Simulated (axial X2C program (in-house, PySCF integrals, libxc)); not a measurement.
## BS⁺ along the bond: PBE0, with spin–orbit coupling

All values were computed with an in-house relativistic program for diatomic molecules. Two-component (2c) means X2C with spin–orbit coupling and atomic mean-field two-electron Coulomb and Gaunt terms. Basis: S dyall-av3z [9s8p3d2f], B dyall-v3z [7s6p2d1f] (cores contracted in-house); Gaussian nuclei, density fitting, unrestricted open shells. Masses: S 31.972 u, B 11.009 u.

State: Ω = 2 (⟨Sz⟩ = 1.00, ⟨Lz⟩ = 1.00 at PBE0). Dipoles are positive if B is the positive end and refer to the centre of mass.

Results along the bond:

```
R (Å)  μ (D)  HOMO (eV)  LUMO (eV)
1.489  1.257     -16.30     -14.66
1.557  1.534     -16.40     -14.33
1.608  1.744     -16.46     -14.10
1.660  1.954     -16.49     -13.88
1.711  2.162     -16.28     -13.67
1.771  2.400     -16.03     -13.44
1.831  2.630     -15.79     -13.22
1.908  2.910     -15.50     -12.95
2.002  3.221     -15.19     -12.65
2.139  3.612     -14.78     -12.27
```

Occupations by symmetry block were frozen at the best pattern of an incomplete PBE0 search. Density functionals use the spin component along the axis (collinear). Other states lie close and PBE0, whose exact exchange favours high spin, may order them wrongly; the determinant shown need not be the ground state. The nearest other spin-free determinant of the search, M_S = 0, Λ = 1, lies 0.09 eV up at the distance of the search. Without a current term, density functionals place determinants with orbital angular momentum somewhat too high. With several unpaired electrons one determinant need not be a pure state. A state of lower Ω lies just above, and one determinant can place such states too high, so the state shown need not be the lowest. The search has Ω = 1 only 0.09 eV up. Open-shell Ω = 0 determinants with evenly filled partner blocks cannot be reached by this program, so the Ω shown need not be the lowest component.
